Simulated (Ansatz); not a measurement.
Mulliken charges of C2H3FOS2 (`FC1(S)OCS1`) from ωB97M-V/def2-TZVPP in Ansatz (PBE0-D4/def2-TZVP geometry).

```json
{"atom": "F1", "x (Å)": "-1.009", "y (Å)": "1.560", "z (Å)": "-0.377", "charge (e)": "-0.162"}
{"atom": "C2", "x (Å)": "-0.512", "y (Å)": "0.429", "z (Å)": "0.179", "charge (e)": "0.237"}
{"atom": "S3", "x (Å)": "-0.925", "y (Å)": "0.407", "z (Å)": "1.934", "charge (e)": "-0.098"}
{"atom": "O4", "x (Å)": "0.838", "y (Å)": "0.321", "z (Å)": "-0.136", "charge (e)": "-0.254"}
{"atom": "C5", "x (Å)": "0.808", "y (Å)": "-0.905", "z (Å)": "-0.855", "charge (e)": "-0.065"}
{"atom": "S6", "x (Å)": "-0.991", "y (Å)": "-1.113", "z (Å)": "-0.660", "charge (e)": "-0.048"}
{"atom": "H7", "x (Å)": "-0.641", "y (Å)": "1.706", "z (Å)": "2.137", "charge (e)": "0.114"}
{"atom": "H8", "x (Å)": "1.390", "y (Å)": "-1.677", "z (Å)": "-0.350", "charge (e)": "0.139"}
{"atom": "H9", "x (Å)": "1.131", "y (Å)": "-0.775", "z (Å)": "-1.889", "charge (e)": "0.138"}
```

Q: By hand: the dipole of these point charges (1 e Å = 4.8032 D).

A: Σ q r = (0.191, -0.306, -0.030) e Å, of length 0.362 e Å = 1.74 D.

Q: How does the dipole of the full density compare? (Estimate.)

A: Computed: (0.228, -0.210, -0.074) e Å, 1.53 D; the point charges give 1.14 times that, at 17° from its direction.

Point charges leave out the atoms' own dipoles, such as those of lone pairs, and Mulliken's split depends on the basis, so the close match here is no proof of good charges.
